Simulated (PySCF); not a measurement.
Gas-phase reaction: 2 SiOCl₂ → 2 Si + 4 Cl + O₂

Computed with PySCF (xtb for GFN2) and rigid-rotor harmonic-oscillator thermochemistry at 1 bar. † marks an energy on the PBE0/def2-TZVP geometry and frequencies; other levels use their own. MP2 freezes the core. 6-31G* has spherical d functions here. Open shells (unrestricted): Si (multiplicity 3, electronic degeneracy 9), Cl (multiplicity 2, electronic degeneracy 6), O₂ (multiplicity 3); the rest are closed-shell singlets. GFN2 has no spin-polarisation term. Spin-orbit splitting is ignored; it lowers the true energy and changes the entropy of Si, Cl. SiOCl₂: computed as isolated molecules; such fragments, hydroxides, amides, oligomers or adducts are transient or little studied in the gas. MP2 isn't extrapolated to the basis-set limit; its ΔH°(298 K) is 2117.4 kJ in def2-SVP and 2369.1 kJ in def2-TZVPP. The harmonic model lacks anharmonicity and excited electronic states, which grow with temperature; levels with a mode under 35 cm⁻¹ are left out.

```json
[
 {"level": "GFN2-xTB", "ΔE electronic, kJ": "2841", "ΔH°(298 K), kJ": "2829", "ΔS°(298 K), J/K": "604", "ΔG°(2000 K), kJ": "1606"},
 {"level": "HF/6-31G*", "ΔE electronic, kJ": "1539", "ΔH°(298 K), kJ": "1527", "ΔS°(298 K), J/K": "617", "ΔG°(2000 K), kJ": "275"},
 {"level": "HF/def2-TZVP†", "ΔE electronic, kJ": "1680", "ΔH°(298 K), kJ": "1669", "ΔS°(298 K), J/K": "612", "ΔG°(2000 K), kJ": "429"},
 {"level": "M06-2X/def2-TZVP†", "ΔE electronic, kJ": "2315", "ΔH°(298 K), kJ": "2303", "ΔS°(298 K), J/K": "612", "ΔG°(2000 K), kJ": "1064"},
 {"level": "MP2/def2-SVP†", "ΔE electronic, kJ": "2129", "ΔH°(298 K), kJ": "2117", "ΔS°(298 K), J/K": "612", "ΔG°(2000 K), kJ": "878"},
 {"level": "MP2/def2-TZVPP†", "ΔE electronic, kJ": "2381", "ΔH°(298 K), kJ": "2369", "ΔS°(298 K), J/K": "612", "ΔG°(2000 K), kJ": "1130"},
 {"level": "PBE0/def2-QZVP†", "ΔE electronic, kJ": "2265", "ΔH°(298 K), kJ": "2253", "ΔS°(298 K), J/K": "612", "ΔG°(2000 K), kJ": "1014"},
 {"level": "PBE0/def2-SVP†", "ΔE electronic, kJ": "2148", "ΔH°(298 K), kJ": "2137", "ΔS°(298 K), J/K": "612", "ΔG°(2000 K), kJ": "897"},
 {"level": "PBE0/def2-TZVP", "ΔE electronic, kJ": "2257", "ΔH°(298 K), kJ": "2245", "ΔS°(298 K), J/K": "612", "ΔG°(2000 K), kJ": "1006"},
 {"level": "LDA/def2-TZVP†", "ΔE electronic, kJ": "2613", "ΔH°(298 K), kJ": "2602", "ΔS°(298 K), J/K": "612", "ΔG°(2000 K), kJ": "1362"},
 {"level": "ωB97X-V/def2-TZVP†", "ΔE electronic, kJ": "2297", "ΔH°(298 K), kJ": "2286", "ΔS°(298 K), J/K": "612", "ΔG°(2000 K), kJ": "1046"}
]
```
ΔH° is lowest at HF/6-31G* and highest at GFN2-xTB. No reference value is set beside these.
